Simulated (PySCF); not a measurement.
Species: C5H10O.
Cartesian coordinates in Å at the GFN2-xTB level; atoms count from 1:
```
atom  x, y, z in Å
C1     2.111    0.713   -0.221
C2     0.772    0.682    0.438
C3    -0.229   -0.148    0.172
C4    -0.215   -1.208   -0.890
C5    -1.524   -0.071    0.946
O6    -2.635    0.208    0.117
H7     2.220   -0.076   -0.959
H8     2.893    0.596    0.529
H9     2.267    1.677   -0.708
H10    0.645    1.417    1.224
H11   -1.237   -1.437   -1.182
H12    0.338   -0.892   -1.771
H13    0.243   -2.120   -0.507
H14   -1.446    0.677    1.748
H15   -1.744   -1.043    1.399
H16   -2.466    1.035   -0.347
```

The closed-shell SCF was solved with PySCF and density fitting under several settings on one GFN2-xTB geometry (grid level 2 and gas phase unless stated).

```
                                                   settings  basis functions  SCF cycles     E (Eh)  HOMO (eV)  LUMO (eV)  dipole (D)
                                              PBE0/pcSseg-1              152          13  -271.3958      -6.99       0.49        1.78
                                             PBE0/def2-SVPD              203          14  -271.2499      -7.03       0.32        1.80
PBE0/IGLO-II, energy threshold 1e-06 Eh, start guess huckel              192          10  -271.4992      -6.96       0.49        1.75
                      PBE0/aug-cc-pVDZ, IEF-PCM cyclohexane              228          13  -271.4654      -6.91      -0.07        1.93
                       LC-wPBE/pcSseg-1, level shift 0.1 Eh              152          10  -271.5534      -9.69       2.79        1.83
      HCTH407/pcSseg-1, IEF-PCM benzene, start guess huckel              152          13  -271.7089      -5.89      -0.53        1.83
```

Estimate the row for these settings: PBE0/pcSseg-0, damping 0.2 at the start, DIIS from the seventh cycle.

```
                                                            settings  basis functions  SCF cycles     E (Eh)  HOMO (eV)  LUMO (eV)  dipole (D)
PBE0/pcSseg-0, damping 0.2 at the start, DIIS from the seventh cycle               74          13  -270.7982      -7.08       0.52        2.13
```

Over all rows, what range does the HOMO–LUMO gap span?

From 5.36 eV (HCTH407/pcSseg-1, IEF-PCM benzene, start guess huckel) to 12.48 eV (LC-wPBE/pcSseg-1, level shift 0.1 Eh). The functional of the narrowest has no exact exchange, that of the widest range-separated exact exchange.

Compare two rows with the functional PBE0: PBE0/pcSseg-1 and PBE0/IGLO-II, energy threshold 1e-06 Eh, start guess huckel. Which energy is lower, and by how much?

PBE0/IGLO-II, energy threshold 1e-06 Eh, start guess huckel (192 functions) lies 0.1034 Eh or 65 kcal/mol below PBE0/pcSseg-1 (152 functions).

Cycle counts include a coarse-grid stage where the run had one. The structure is a single GFN2-xTB conformer; no vibrational corrections.
